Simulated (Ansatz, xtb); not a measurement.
**Relaxing a trial structure of HOSi2+**

The starting geometry of this gas-phase singlet has its atoms placed at random.

```yaml
atoms:
  - { symbol: O, position_ang: [-0.1700, 0.9455, -0.8727] }
  - { symbol: Si, position_ang: [0.2825, -0.6046, -0.9739] }
  - { symbol: Si, position_ang: [-1.6637, 0.6309, 0.6594] }
  - { symbol: H, position_ang: [0.5616, -0.9883, 0.8380] }
```

Question: One run relaxed it with r2SCAN-D4/def2-SVP. What is a likely outcome?

Answer: It ends as a structure with H4 bridging Si3 and Si2, given below by its coordinates. Contacts that close: O1–Si3 (2.16 → 1.69 Å), Si2–H4 (1.87 → 1.75 Å), Si3–H4 (2.76 → 1.75 Å).

The energy falls by 3.20 eV over 9 steps:

| step | E − E(last) (eV) |
| --- | --- |
| 1 | 3.204 |
| 2 | 1.411 |
| 3 | 0.533 |
| 4 | 0.163 |
| 5 | 0.051 |
| 6 | 0.010 |
| 7 | 0.000 |
| 8 | 0.000 |
| 9 | 0.000 |

Final geometry (Å):

```csv
atom,x (Å),y (Å),z (Å)
O,-0.5215,0.7494,-0.8563
Si,0.6225,-0.4996,-0.9146
Si,-1.1282,0.5212,0.7096
H,0.0375,-0.7874,0.7120
```

From the same start GFN2-xTB ends elsewhere, differing in Si2–Si3 (3.29 against 2.60 Å here), Si3–H4 (3.65 against 1.75 Å here).

From so rough a start the end depends on the optimiser's path, so another program may land elsewhere. No frequencies were run, so the end isn't proven a minimum. Run with Ansatz 0.2.0, 8.1 s on 2 threads of Arm Neoverse V2, with other jobs on the host.
